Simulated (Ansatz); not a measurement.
**C₄H₆F₂: one species, many methods**

Aim: compute C₄H₆F₂ with functionals from several rungs and with coupled cluster. The yardstick is the atomisation energy at the CCSD(T) limit.

The runs use Ansatz 0.2.0, Gaussian basis; functionals in def2-TZVPP, the program's frozen cores in correlated methods.

Plan: PBE-D4, r2SCAN-D4, PBE0-D4, B3LYP-D4, ωB97X-V, ωB97M-V, B2PLYP; CCSD(T)/def2-TZVPP; MP2/def2-QZVPP; extrapolation to the limit.

## Step 1: Structure used throughout

The geometry comes from an earlier relaxation with PBE0-D4 in a triple-zeta def2 set; it is a stationary point, not always the lowest conformer.

SMILES `FC/C=C/CF`, 12 atoms, charge 0, spin multiplicity 1.

Atoms are counted from 1 here; the program's logs count them from 0.

Bond lengths: F1–C2 1.388 Å, C2–C3 1.484 Å, C2–H7 1.094 Å, C2–H8 1.096 Å, C3–C4 1.325 Å, C3–H9 1.086 Å, C4–C5 1.485 Å, C4–H10 1.089 Å, C5–F6 1.376 Å, C5–H11 1.097 Å, C5–H12 1.097 Å. Angles: F1–C2–C3 110.4°, F1–C2–H7 108.0°, F1–C2–H8 106.8°, C3–C2–H7 111.4°, C3–C2–H8 111.2°, H7–C2–H8 109.0°, C2–C3–C4 123.1°, C2–C3–H9 116.9°, C4–C3–H9 120.0°, C3–C4–C5 125.1°, C3–C4–H10 120.2°, C5–C4–H10 114.8°, C4–C5–F6 112.0°, C4–C5–H11 110.4°, C4–C5–H12 110.6°, F6–C5–H11 108.0°, F6–C5–H12 108.0°, H11–C5–H12 107.8°.

## Step 2: PBE-D4 (GGA)

File in.yaml:

```yaml
crystal:
  periodic: [false, false, false]
  atoms:
    - {symbol: F, position_ang: [-1.240692, -2.510691, -0.583001]}
    - {symbol: C, position_ang: [-0.038641, -1.905479, -0.242652]}
    - {symbol: C, position_ang: [-0.277172, -0.529742, 0.261426]}
    - {symbol: C, position_ang: [0.273449, 0.545285, -0.282629]}
    - {symbol: C, position_ang: [0.095013, 1.936327, 0.206628]}
    - {symbol: F, position_ang: [-0.723174, 1.992656, 1.311250]}
    - {symbol: H, position_ang: [0.600033, -1.899327, -1.130773]}
    - {symbol: H, position_ang: [0.425779, -2.533322, 0.525674]}
    - {symbol: H, position_ang: [-0.925528, -0.428490, 1.126467]}
    - {symbol: H, position_ang: [0.916629, 0.448101, -1.155768]}
    - {symbol: H, position_ang: [-0.349878, 2.562678, -0.576340]}
    - {symbol: H, position_ang: [1.062083, 2.376803, 0.478918]}
basis:
  gaussian: {orbitals: def2-TZVPP}
hamiltonian: {xc: pbe, dispersion: d4}
output: {forces: true, orbitals: {seedname: orbitals}}
```

Further steps of the session: r2SCAN-D4 (meta-GGA); PBE0-D4 (hybrid); B3LYP-D4 (hybrid); ωB97X-V (range-separated); ωB97M-V (range-separated); B2PLYP (double hybrid); CCSD(T) in def2-TZVPP; MP2 in def2-QZVPP.

Q: Predict the results of all the runs planned. Wanted: atomisation energy, CCSD(T)/CBS; farthest; mean size of error, hybrid; mean size of error, range-separated; gap, smallest and largest; T1 diagnostic; triples share of the correlation energy.

As calculated:

| quantity | value |
| --- | --- |
| atomisation energy, CCSD(T)/CBS | 4889.2 kJ/mol |
| functionals within 24.4 kJ/mol (0.5 %) | r2SCAN-D4, B3LYP-D4, ωB97X-V, ωB97M-V |
| farthest | PBE-D4 (+156.2 kJ/mol) |
| mean size of error, hybrid | 25.5 kJ/mol |
| mean size of error, range-separated | 13.8 kJ/mol |
| gap, smallest and largest | 5.42 eV (PBE-D4), 12.24 eV (ωB97X-V) |
| T1 diagnostic | 0.0109 |
| triples share of the correlation energy | 3.6 % |

**Reading.** PBE-D4 is off by +156.2 kJ/mol. Double hybrids carry the basis error of their MP2 part in triple zeta, and no dispersion term here, so their miss is partly the set-up's. The reference freezes the cores and leaves out relativity and excitations past (T), so misses under about 24.4 kJ/mol can't be ranked. Hartree-Fock recovers 73 % of the binding; the rest is correlation. The gap grows from 5.4 to 12.2 eV across the functionals, mostly with the share of exact exchange.
